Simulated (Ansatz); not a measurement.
**[H···H···F], doublet in cc-pVDZ: errors against full CI**

Geometry: a point of a hydrogen-transfer path between rigid fragments, not a stationary point.

| atom | x (Å) | y (Å) | z (Å) |
| --- | --- | --- | --- |
| H | 0.0000 | 0.0000 | -0.8943 |
| H | 0.0000 | 0.0000 | -0.1123 |
| F | 0.0000 | 0.0000 | 1.0067 |

Basis cc-pVDZ; Ansatz 0.2.0. Only valence electrons are correlated (noble-gas cores frozen), which leaves 9 electrons in 23 orbitals. Prefix R: restricted or restricted open-shell reference; prefix U: unrestricted. Active spaces: pair = (3e, 3o) about the gap; valence = (9e, 6o) chosen from the atoms' valence shells.

Full CI is exact within this basis and frozen core; it isn't the basis-set limit. The frozen core follows each run's orbitals, which can shift R against U totals by a few meV.

For open shells CISD is restricted-active-space CI with the open shells as a complete middle space.

* UHF ⟨S²⟩: 0.783
* T1 diagnostic (RCCSD): 0.0224
* largest doubles amplitude (RCCSD): 0.064
* T1 diagnostic (UCCSD): 0.0195

```json
{"level": "RHF", "E − E(full CI) (meV)": "6352", "share of correlation (%)": "0.00", "wall time": "–"}
{"level": "UHF", "E − E(full CI) (meV)": "5959", "share of correlation (%)": "6.17", "wall time": "–"}
{"level": "RMP2", "E − E(full CI) (meV)": "343", "share of correlation (%)": "94.61", "wall time": "–"}
{"level": "UMP2", "E − E(full CI) (meV)": "498", "share of correlation (%)": "92.16", "wall time": "–"}
{"level": "CISD", "E − E(full CI) (meV)": "344", "share of correlation (%)": "94.59", "wall time": "0.48 s"}
{"level": "RCCSD", "E − E(full CI) (meV)": "94", "share of correlation (%)": "98.53", "wall time": "–"}
{"level": "UCCSD", "E − E(full CI) (meV)": "82", "share of correlation (%)": "98.70", "wall time": "–"}
{"level": "RCCSD(T)", "E − E(full CI) (meV)": "18", "share of correlation (%)": "99.72", "wall time": "0.73 s"}
{"level": "UCCSD(T)", "E − E(full CI) (meV)": "17", "share of correlation (%)": "99.74", "wall time": "0.73 s"}
{"level": "BCCD(T)", "E − E(full CI) (meV)": "18", "share of correlation (%)": "99.72", "wall time": "0.7 s"}
{"level": "RCCSDT", "E − E(full CI) (meV)": "12", "share of correlation (%)": "99.81", "wall time": "–"}
{"level": "UCCSDT", "E − E(full CI) (meV)": "11", "share of correlation (%)": "99.82", "wall time": "–"}
{"level": "RCCSDT(Q)", "E − E(full CI) (meV)": "0", "share of correlation (%)": "100.01", "wall time": "4 s"}
{"level": "UCCSDT(Q)", "E − E(full CI) (meV)": "0", "share of correlation (%)": "100.00", "wall time": "3.5 s"}
{"level": "RCCSDTQ", "E − E(full CI) (meV)": "0", "share of correlation (%)": "99.99", "wall time": "30 s (H100)"}
{"level": "UCCSDTQ", "E − E(full CI) (meV)": "0", "share of correlation (%)": "100.00", "wall time": "25 s (H100)"}
{"level": "CASSCF (pair space)", "E − E(full CI) (meV)": "5392", "share of correlation (%)": "15.10", "wall time": "–"}
{"level": "NEVPT2 (pair space)", "E − E(full CI) (meV)": "314", "share of correlation (%)": "95.06", "wall time": "0.22 s"}
{"level": "MRCISD (pair space)", "E − E(full CI) (meV)": "254", "share of correlation (%)": "96.01", "wall time": "–"}
{"level": "MRCISD+Q (pair space)", "E − E(full CI) (meV)": "49", "share of correlation (%)": "99.22", "wall time": "0.33 s"}
{"level": "CASSCF (valence space)", "E − E(full CI) (meV)": "5326", "share of correlation (%)": "16.14", "wall time": "–"}
{"level": "NEVPT2 (valence space)", "E − E(full CI) (meV)": "748", "share of correlation (%)": "88.23", "wall time": "0.18 s"}
{"level": "MRCISD (valence space)", "E − E(full CI) (meV)": "242", "share of correlation (%)": "96.19", "wall time": "–"}
{"level": "MRCISD+Q (valence space)", "E − E(full CI) (meV)": "44", "share of correlation (%)": "99.31", "wall time": "0.48 s"}
{"level": "MRCISD+Q(relaxed) (valence space)", "E − E(full CI) (meV)": "10", "share of correlation (%)": "99.85", "wall time": "0.57 s"}
```

The correlation energy at full CI, counted from RHF, is -6.352 eV. That run took 36 s on 2 threads of AMD EPYC 7R13 with a shared H100 80 GB, shared host over 74,488,220 determinants.

Times hold each run's SCF and search for its determinant on a shared host, so for small cases they say little of a method's own cost; rows without a card ran on 1 thread of AMD EPYC 7R13.

The full-CI state has the irrep A1 of C2v, in the program's axes (one component, if the state is degenerate).

Natural occupations of full CI about the gap: 1.987 1.978 1.978 1.956 1.002 0.029 0.016 0.016 0.010 0.005; effectively unpaired electrons, Σ n²(2−n)², 1.02.
